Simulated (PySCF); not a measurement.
Atoms are numbered as in `[CH3:1][C@@H:2]1[CH2:3][CH2:4][C:5]1=[O:6]`. Each H is labelled by its parent atom. Ha(C3), Ha(C4) are cis to C1 on the ring; Hb(C3), Hb(C4) are trans to C1 on the ring.

PySCF calculation with shieldings: GIAO PBE0/pcSseg-1 and coordinates at the GFN2-xTB level; no solvent, single conformer, relativity neglected, rapidly exchanging positions averaged.

Chemical shifts δ = σref − σ; ¹³C vs TMS, all at this level.

Task: Do the ¹³C shifts follow the atomic charges (in e)? Tabulate both.

Result: 
```csv
atoms,hybridisation,δ (ppm),σ para (ppm),Hirshfeld,IAO,Mulliken,ESP-fitted
C5,sp2,218.5,-282,+0.17,+0.40,+0.25,+0.49
C2,sp3,57.2,-124,-0.03,-0.17,-0.38,+0.15
C4,sp3,45.2,-114,-0.08,-0.34,-0.24,-0.28
C3,sp3,19.5,-83,-0.07,-0.27,-0.17,-0.16
C1,sp3,17.7,-76,-0.11,-0.42,-0.19,-0.47
```

Correlation coefficients of δ with charge over these carbons: Hirshfeld +0.99, IAO +0.98, Mulliken +0.85, ESP-fitted +0.88; with the paramagnetic shielding -1.00. Among the 4 sp3 carbons alone: Hirshfeld +0.78, IAO +0.66, Mulliken -0.90, ESP-fitted +0.72. With so few points, grouped by hybridisation, these coefficients are fragile. Charge is one influence among several: hybridisation and low-lying excitations act through the paramagnetic term.

Shifts are as computed. Against solution values, carbons near 30 ppm lie about +3 ppm off and those near 130 ppm about +5 ppm. Of 1211 compounds with measured shifts, 218 miss one by over three times the rms of a fit or turn the order of signals round; such compounds aren't used in these exercises.
